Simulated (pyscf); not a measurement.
Structures and frequencies: ωB97X-D3(BJ)/def2-SVP in PySCF.

**Question.** HS–Ga(Cl)–Cl (SMILES [SH][Ga]([Cl])[Cl]) + H• (SMILES [H]) -> [HS–Ga–Cl]• (SMILES [SH][Ga][Cl]) + HCl (SMILES Cl)
Surface: doublet. Broken: Cl–Ga. Formed: Cl–H. Give ΔE‡ and ΔE from ωB97M-D3(BJ)/def2-TZVP, relative to the separated reactants.

**Answer.** ΔE‡ = 13.9 kcal/mol, ΔE = -6.6 kcal/mol. Zero-point energy shifts the barrier by +0.5 kcal/mol. It is an atom transfer, with an imaginary mode of 1104i cm⁻¹. On the product side the descent ends in a complex (not fully relaxed), 5.8 kcal/mol under the separated species and 23.9 kcal/mol under the saddle at ωB97X-D3(BJ)/def2-TZVP. At ωB97X-D3(BJ)/def2-TZVP the barrier from the zero used here is 16.4 kcal/mol. The same reactants have a lower exit, to •S–Ga(Cl)–Cl + H₂ (barrier +3.5 kcal/mol at ωB97M-D3(BJ)/def2-TZVP, against +13.9 kcal/mol here). This is the saddle that the search found; another between the same sides may lie lower. The angle at the transferred Cl is 179°. Elements up to Kr have no core potential and no relativistic terms here.
